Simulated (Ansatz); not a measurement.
# Iodine (solid I2 (Cmce)): adding exact exchange

Ansatz, plane waves with scalar-relativistic PAW, all at the r²SCAN geometry (a = 7.740 Å, b = 4.625 Å, c = 9.889 Å) on a 4×4×2 mesh, smearing 0.1 eV.

| functional | gap on the mesh (eV) | rough cost against r²SCAN |
| --- | --- | --- |
| r²SCANh | 1.80 | 11× |
| r²SCAN | 1.22 | 1× |
| r²SCAN0 | 2.62 | 14× |
| r²SCAN50 | 4.10 | 15× |

A gap read on a coarse mesh may be too large.
